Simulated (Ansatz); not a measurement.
# H5NSi: the cost of one run

Program: Ansatz 0.2.0. Level of theory: RKS CAM-B3LYP-D4/def2-TZVP. These are calculated values, not measurements.

## (1) The system as given

Bond lengths: N1–Si2 1.732 Å, N1–H3 1.087 Å, N1–H4 0.995 Å, Si2–H5 1.487 Å, Si2–H6 1.482 Å, Si2–H7 1.508 Å. Angles: N1–Si2–H5 108.9°, N1–Si2–H6 107.1°, N1–Si2–H7 105.9°, H5–Si2–H6 111.3°, H5–Si2–H7 112.8°, H6–Si2–H7 110.5°, Si2–N1–H3 103.9°, Si2–N1–H4 107.2°, H3–N1–H4 111.5°.

Coordinates:

```xyz
7

N    -0.0191   -1.1153   -0.1074
Si    0.1445    0.6080   -0.1519
H    -1.0939   -1.2741   -0.0765
H     0.4206   -1.4305    0.7277
H    -0.5316    1.1237   -1.3713
H    -0.4866    1.1383    1.0795
H     1.6274    0.8819   -0.1458
```

## (2) Relaxing end A

input.yaml

```yaml
crystal:
  periodic: [false, false, false]
  atoms:
    - { symbol: "N", position_ang: [-0.0191, -1.1153, -0.1074] }
    - { symbol: Si, position_ang: [0.1445, 0.608, -0.1519] }
    - { symbol: H, position_ang: [-1.0939, -1.2741, -0.0765] }
    - { symbol: H, position_ang: [0.4206, -1.4305, 0.7277] }
    - { symbol: H, position_ang: [-0.5316, 1.1237, -1.3713] }
    - { symbol: H, position_ang: [-0.4866, 1.1383, 1.0795] }
    - { symbol: H, position_ang: [1.6274, 0.8819, -0.1458] }
basis:
  gaussian: { orbitals: def2-TZVP }
hamiltonian:
  xc: cam_b3lyp
  dispersion: d4
relax:
  f_tol: 0.02
  max_steps: 50
```

Command:

```bash
$ ansatz run input.yaml --threads 2 --pin off --max-ram 3072MiB --backend cpu --events-out ev --progress --plain --runs-dir out
```

**Question.** How long does this run take on 2 threads of Arm Neoverse V1, shared host, and how much memory does it need?

About 10 s, with a peak of 0.16 GiB.
